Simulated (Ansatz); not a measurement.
# CHP2+ (quintet): the correlation ladder, cc-pVDZ

The task here is to estimate one member of a computed series from the others.

Program: Ansatz 0.2.0, Gaussian basis. Level of theory: cc-pVDZ, core rule «outside noble gas», up to 11 orbitals frozen. These are calculated values, not measurements.

To be run: UHF; CCSD(T) on ROHF; CCSD(T) on UHF; BCCD(T) on ROHF; CISD as a restricted active space (open shells left free, so some higher excitations enter); CCSDT(Q) on ROHF; CCSDT(Q) on UHF; CASSCF and MRCISD+Q, 10 electrons in 11 orbitals; CASSCF and NEVPT2, 10 electrons in 11 orbitals.

21 further runs of the same task are left out: 4 that didn't finish, 17 set aside as unsound or not needed. Runs told in other sessions of the task aren't counted.

### The geometry

The geometry is a PBE0/def2-TZVP stationary point (not a proven minimum) of the parent state, kept for this charge and spin.

4 atoms, charge 1, spin multiplicity 5.

Atoms are counted from 1 here; the program's logs count them from 0.

Bond lengths: P1–C2 1.714 Å, C2–P3 1.714 Å, C2–H4 1.097 Å. Angles: P1–C2–P3 129.1°, P1–C2–H4 115.4°, P3–C2–H4 115.4°.

The first run:

in.yaml

```yaml
crystal:
  periodic: [false, false, false]
  atoms:
    - {symbol: P, position_ang: [0.000000, -0.142639, 1.547609]}
    - {symbol: C, position_ang: [0.000000, 0.593780, 0.000000]}
    - {symbol: P, position_ang: [0.000000, -0.142639, -1.547609]}
    - {symbol: H, position_ang: [0.000000, 1.691006, 0.000000]}
basis:
  gaussian: {orbitals: cc-pVDZ}
total_charge: 1
magnetization: {spin_polarized: true, initial_magnetization: 4}
hamiltonian: {xc: hf}
output: {orbitals: {seedname: orbitals}}
```

Command:

```
$ ansatz run in.yaml --threads 1 --pin off --events-out ev --progress --plain --max-ram 2393MiB
```

Among the steps run: UHF; CCSD(T) on ROHF; CCSD(T) on UHF; BCCD(T) on ROHF; CISD as a restricted active space (open shells left free, so some higher excitations enter); CCSDT(Q) on ROHF; CCSDT(Q) on UHF; CASSCF and MRCISD+Q, 10 electrons in 11 orbitals; CASSCF and NEVPT2, 10 electrons in 11 orbitals.

One of the session's tables, all rows but one given; the rest of the session is left out.

It belongs to the step «Misses and costs». 

| method | from UCCSDT(Q) (kcal/mol) |
| --- | --- |
| ROHF | +201.89 |
| UHF | +194.29 |
| RMP2 | +35.51 |
| UMP2 | +37.31 |
| CISD | +26.93 |
| RCCSD | +7.83 |
| UCCSD | +7.66 |
| RCCSD(T) | +1.43 |
| UCCSD(T) | +1.45 |
| BCCD(T) | +1.41 |
| RCCSDT | +0.48 |
| UCCSDT | +0.46 |
| RCCSDT(Q) | ? |
| UCCSDT(Q) | 0 |
| CASSCF valence | +151.89 |
| NEVPT2 valence | +36.94 |
| MRCISD valence | +16.87 |
| MRCISD+Q valence | +1.37 |

Q: Estimate the row for RCCSDT(Q) from the others.

As computed: from UCCSDT(Q) (kcal/mol): +0.02. In the column «from UCCSDT(Q) (kcal/mol)» it lies between UCCSDT(Q) (0) and UCCSDT (+0.46).

Caveats from the session: Restricted and unrestricted rows rest on different reference determinants; a gap between their highest levels can come from leftover correlation error, from unlike frozen cores or from another state.
